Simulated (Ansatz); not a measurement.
Cost and result for the atomization energy of H4SSi, SMILES `[SiH3]S` (6 atoms, 5 bonds).

```xyz
6

Si    0.446   -0.112   -0.258
S    -1.180    1.096    0.422
H     1.258   -0.625    0.874
H     1.266    0.793   -1.099
H    -0.028   -1.264   -1.066
H    -1.762    0.112    1.128
```

Charge 0, multiplicity 1. Geometry: relaxed with PBE0-D4/def2-TZVP. Program: Ansatz. All runs use 2 threads of a server CPU on a shared host. Times are those of one run each, without the atoms' runs, and a repeat can differ threefold. Electronic energies, without spin–orbit coupling; frozen cores. CCSD(T)/CBS adds CCSD(T) − MP2 in def2-TZVPP to the MP2 limit, and its time is that of the two runs behind it. T1 = 0.011. HSE06 is the plane-wave form, built on full-range PBE exchange.

CCSD(T)/CBS is a level of theory with its own doubt, some kJ/mol a heavy atom from the limit and from the frozen cores, so smaller differences don't rank the functionals.

```tsv
level	functions	wall time
CCSD(T)/def2-SVP	56	0.45 s
revPBE-D4/def2-TZVPP	140	1.2 s
LDA (SPW92)/def2-TZVPP	140	1.4 s
PBE-D4/def2-TZVPP (with forces)	140	1.5 s
HSE06-D4/def2-TZVPP	140	1.8 s
CAM-B3LYP-D4/def2-TZVPP	140	1.9 s
B2PLYP/def2-TZVPP	140	2.4 s
r2SCANh-D4/def2-TZVPP	140	3 s
ωB97X-V/def2-TZVPP	140	4.5 s
MP2/def2-QZVPP	260	5.5 s
ωB97M-V/def2-TZVPP (with forces)	140	6.5 s
CCSD(T)/def2-TZVPP	140	8 s
CCSD(T)/CBS(def2)	–	14 s
```

Task: What atomization energy does each give, and how far from CCSD(T)/CBS? (Best estimate.)

Result: The calculation gave: 
```tsv
level	atomization (kcal/mol)	difference from CCSD(T)/CBS	per bond
CCSD(T)/def2-SVP	375.5	-32.3	-6.5
revPBE-D4/def2-TZVPP	396.4	-11.4	-2.3
LDA (SPW92)/def2-TZVPP	448.8	41.0	8.2
PBE-D4/def2-TZVPP (with forces)	401.5	-6.3	-1.2
HSE06-D4/def2-TZVPP	400.6	-7.2	-1.4
CAM-B3LYP-D4/def2-TZVPP	405.7	-2.1	-0.4
B2PLYP/def2-TZVPP	399.9	-7.9	-1.6
r2SCANh-D4/def2-TZVPP	404.9	-2.9	-0.6
ωB97X-V/def2-TZVPP	410.5	2.7	0.5
MP2/def2-QZVPP	399.4	-8.4	-1.7
ωB97M-V/def2-TZVPP (with forces)	408.6	0.8	0.2
CCSD(T)/def2-TZVPP	396.3	-11.5	-2.3
CCSD(T)/CBS(def2)	407.8	0.0	0.0
```

At CCSD(T), def2-SVP lies −32.3 kcal/mol from the extrapolated value and def2-TZVPP −11.4 kcal/mol: correlation converges slowly with the basis, and small sets miss more of it in the bonded molecule than in its fragments. Leaving LDA and LC-ωPBE aside and taking each functional with its dispersion term where it has one, the values, not all of them listed here, spread over 14.1 kcal/mol, from revPBE-D4 to B97M-V. LDA lies +49.4 kcal/mol from PBE without D4, its usual overbinding. From PBE to PBE0 (25 % exact exchange), in def2-TZVPP and without D4, the atomization energy moves by −0.7 kcal/mol: exact exchange takes away binding that semilocal exchange gives to molecules.
